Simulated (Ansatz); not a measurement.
singlet SiHF: levels of theory in one basis

```
atom   x (Å)    y (Å)    z (Å)
   H  0.0000   0.3521  -1.2723
  Si  0.0000  -0.7608  -0.0259
   F  0.0000   0.4087   1.2982
```

Basis set: def2-SVP (spherical functions). Frozen core: 6 orbitals. Charge 0, multiplicity 1.

Computed with Ansatz (development build ahead of 0.2.0); each method stands on the lowest determinant of its kind that the runs found.

```json
{"method": "RHF", "E − E(RHF) (eV)": "0.00", "<S²> of the determinant": "–"}
{"method": "UHF", "E − E(RHF) (eV)": "-0.01", "<S²> of the determinant": "0.16"}
{"method": "RHF-MP2", "E − E(RHF) (eV)": "-7.37", "<S²> of the determinant": "–"}
{"method": "RHF-CCSD(T)", "E − E(RHF) (eV)": "-8.10", "<S²> of the determinant": "–"}
{"method": "UHF-CCSD(T)", "E − E(RHF) (eV)": "-8.10", "<S²> of the determinant": "0.16"}
```

(1) What does UHF-MP2 give on the same scale?

(2) Is a single determinant a sound starting point here?

## Answers

(1) -7.27 eV.

(2) Only with care. Unrestricted orbitals gain 0.01 eV and <S²> is 0.16 against 0.00 for a pure state, so spin symmetry breaks but gains little energy; restricted orbitals can still serve.

Caution for UHF, UHF-MP2, UHF-CCSD(T): the unrestricted determinant is spin contaminated.
